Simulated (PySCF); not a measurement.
# C5H12: the cost of one run

Programs: PySCF 2.14.0, with density-fitted response routines of our own. Each step states its level of theory. These are calculated values for one molecule in the gas phase, unless marked as measured. Atoms count from 0, in the outputs and in this text.

### Step 1. Starting geometry

17 atoms, charge 0, multiplicity 1; geometry from: GFN2-xTB. The atoms were then displaced at random by about 0.01 Å, so the start is not that level's minimum.

Bonds of the start (Å): C0–C1 1.54, C1–C2 1.53, C1–C3 1.50, C1–C4 1.54, C0–H5 1.12, C0–H6 1.07, C0–H7 1.09, C2–H8 1.07, C2–H9 1.08, C2–H10 1.11, C3–H11 1.11, C3–H12 1.09, C3–H13 1.07, C4–H14 1.09, C4–H15 1.11, C4–H16 1.09.

### Step 2. Optimising the geometry at PBE0-D3(BJ)/def2-TZVP

Job settings and geometry (Å):

```
{"job": {"xc": "PBE0", "basis": "def2-TZVP", "d3": "d3bj", "grid": 2, "shake": 0.01, "kind": "geom"}, "charge": 0, "multiplicity": 1}
C     -0.327820    -0.481430     1.421420
C     -0.006820    -0.003610    -0.003360
C      0.115760     1.522440    -0.036200
C     -1.078790    -0.426770    -0.965450
C      1.318990    -0.643660    -0.441270
H     -1.291230    -0.009350     1.740560
H     -0.437530    -1.540440     1.456560
H      0.446170    -0.152520     2.110540
H      0.382660     1.875210    -1.009550
H     -0.797700     1.996110     0.286070
H      0.913160     1.846390     0.659700
H     -2.055440     0.018330    -0.666260
H     -1.254320    -1.500800    -0.964210
H     -0.898750    -0.113290    -1.971290
H      1.240050    -1.732850    -0.420060
H      2.122610    -0.330510     0.251920
H      1.592500    -0.311410    -1.438940
```

Launch:

```console
> OMP_NUM_THREADS=2 python probes_run.py task.json out
```

This one command runs all jobs of the session in turn.

Q: Estimate the wall time and peak memory of this first job on 2 threads of AMD EPYC, shared host.

About 3.6 min, with a peak of 1.3 GiB.
